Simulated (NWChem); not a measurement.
formic acid (CH2O2); SMILES O=CO

Results from NWChem. Pople sets run with spherical d functions. Level Hartree-Fock/6-31G*: optimisations from one semi-empirical or force-field start; each run changes one setting, and all end within 0.3 mHa of each other. One conformer.

```tsv
setting	optimisation steps
redundant internal coordinates, default thresholds	4
loose thresholds	2
Cartesian coordinates	6
tight thresholds	6
no line search	5
```
